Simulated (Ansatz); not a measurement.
Relative stability

Two relaxed structures of C2HO (charge -1), singlet (PBE0-D4/def2-TZVPD; forces vanish, vibrations not checked).

A:

C1  (1.258, -0.709, 0.893)
C2  (0.393, -0.270, 0.122)
O3  (-0.540, 0.190, -0.752)
H4  (-1.110, 0.790, -0.263)
(Å)

B:

```json
{"atom": "C1", "x (Å)": "-0.4897", "y (Å)": "0.2241", "z (Å)": "-0.5146"}
{"atom": "C2", "x (Å)": "0.4141", "y (Å)": "-0.2591", "z (Å)": "0.2123"}
{"atom": "O3", "x (Å)": "1.3347", "y (Å)": "-0.8012", "z (Å)": "0.7925"}
{"atom": "H4", "x (Å)": "-1.3180", "y (Å)": "0.8981", "z (Å)": "-0.4397"}
```

Program: Ansatz 0.2.0. Basis: def2-TZVPPD. Cores are frozen in the correlated methods. B3LYP uses VWN-RPA correlation.

**Question.** Which structure is lower at CCSD(T), and by how much? (Judge from chemistry; the value comes from the calculation.)

**Answer.** The calculation gives: B, by 201.0 kJ/mol (electronic energy, against the other). By their contacts, A is C₂HO ([C][C][OH]), total charge -1 and B is C₂HO ([CH][C][O]), total charge -1.

All methods give the same order:

```tsv
method	E(B) − E(A) (kJ/mol)
PBE-D4	-228.6
r2SCAN-D4	-230.1
PBE0-D4	-221.7
B3LYP-D4	-221.1
wB97M-V	-204.1
HF	-195.5
MP2	-213.7
CCSD	-196.2
CCSD(T)	-201.0
```

No T1 diagnostic of these runs exceeds 0.019.

Labels in which every atom is bracketed show which atoms are joined, not bond orders.

For scale, one of the runs: CCSD(T)/def2-TZVPPD, 131 basis functions, launched by `ansatz run in.yaml --threads 2 --pin off --events-out ev --progress --plain --max-ram 4352MiB`. Hardware: 2 CPU threads of an Arm Neoverse V2, shared host. Wall time 7.5 s; peak host memory 0.68 GiB.
